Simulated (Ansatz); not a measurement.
A made-up structure of LiBH₂, closed shell:

```xyz
4
angstrom
Li 1.0403 -1.1470 1.2444
B -0.1027 0.1132 -0.1229
H -0.3984 1.2720 0.0765
H 2.0920 -1.2683 2.4308
```

It is relaxed with PBE-D4/def2-SVP and then PBE0-D4/def2-TZVP (Ansatz 0.2.0). Atoms count as bonded within 1.22 times the sum of their covalent radii (H–H: 0.88 Å). The end point is not checked to be a true minimum.

Question: Does its bonding change? (A judgement: the text doesn't fix the answer.)

Answer: By the calculation: Yes. Formed: B2–H4; broken: Li1–H4.

Where it ends: The first stage lowers the energy by 2.88 eV in 19 steps. It ends as LiBH₂ ([Li][BH2]):
Li1  (0.760, -2.207, 0.543)
B2  (0.648, -0.065, 0.943)
H3  (-0.017, 0.730, 0.313)
H4  (1.240, 0.513, 1.830)
(Å)

Labels in which every atom is bracketed show which atoms are joined, not bond orders.

For scale, one of the runs: PBE0-D4/def2-TZVP relaxation, 57 basis functions, launched by `ansatz run in.yaml --threads 2 --pin off --events-out ev --progress --plain --max-ram 4352MiB`. Hardware: 2 CPU threads of an Arm Neoverse V2, shared host. Wall time about 1.7 s.
